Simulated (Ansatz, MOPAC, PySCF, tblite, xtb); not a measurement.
Potential energy curve for H₂, singlet.

Levels: GFN2-xTB, 300 K electronic temperature (tblite); GFN1-xTB (xtb); UKS-PBE0 = unrestricted PBE0/def2-TZVP (Ansatz, a program for electronic structure); RKS-BP86/6-31G* = restricted BP86/6-31G*, spherical d run with PySCF; PM3, restricted, heats of formation (MOPAC).

Energies are in eV, each relative to the lowest point of its own curve near equilibrium.

| R / Å | GFN2-xTB | GFN1-xTB | UKS-PBE0 | RKS-BP86/6-31G* | PM3 |
|---|---|---|---|---|---|
| 0.60 | 0.644 | 0.934 | 0.539 | 0.565 | 0.206 |
| 0.64 | 0.344 | 0.484 | 0.258 | 0.276 | 0.068 |
| 0.68 | 0.154 | 0.204 | 0.091 | 0.103 | 0.005 |
| 0.69 | 0.120 | 0.156 | 0.064 | 0.074 | 0.000 |
| 0.73 | 0.031 | 0.031 | 0.005 | 0.008 | 0.016 |
| 0.75 | 0.009 | 0.005 | 0.000 | 0.000 | 0.044 |
| 0.77 | 0.000 | 0.000 | 0.010 | 0.006 | 0.084 |
| 0.80 | 0.006 | 0.025 | 0.047 | 0.038 | 0.165 |
| 0.83 | 0.033 | 0.082 | 0.107 | 0.093 | 0.268 |
| 0.85 | 0.060 | 0.134 | 0.158 | 0.140 | 0.348 |
| 0.93 | 0.231 | 0.397 | 0.428 | 0.392 | 0.737 |
| 1.01 | 0.472 | 0.702 | 0.768 | 0.711 | 1.206 |
| 1.13 | 0.896 | 1.196 | 1.342 | 1.248 | 1.976 |
| 1.24 | 1.305 | 1.663 | 1.888 | 1.757 | 2.679 |
| 1.34 | 1.672 | 2.084 | 2.378 | 2.211 | 3.280 |
| 1.49 | 2.197 | 2.691 | 3.073 | 2.854 | 4.114 |
| 1.66 | 2.744 | 3.324 | 3.671 | 3.510 | 5.011 |
| 1.85 | 3.284 | 3.947 | 4.056 | 4.144 | 5.973 |
| 1.99 | 3.632 | 4.347 | 4.224 | 4.547 | 6.615 |
| 2.21 | 4.094 | 4.876 | 4.374 | 5.076 | 7.468 |
| 2.63 | 4.710 | 5.584 | 4.482 | 5.798 | 8.690 |
| 2.97 | 5.001 | 5.929 | 4.508 | 6.174 | 9.391 |

At the longest distance, 2.97 Å, PM3 lies highest above its minimum (9.391 eV) and UKS-PBE0 lowest (4.508 eV).

The unrestricted determinant behind UKS-PBE0 is spin-contaminated at 1.66 to 2.97 Å (<S²> up to 1.0, against 0.00 for a pure singlet). The restricted form behind RKS-BP86/6-31G*, PM3 keeps the bonding electrons paired and can't separate into open-shell fragments.
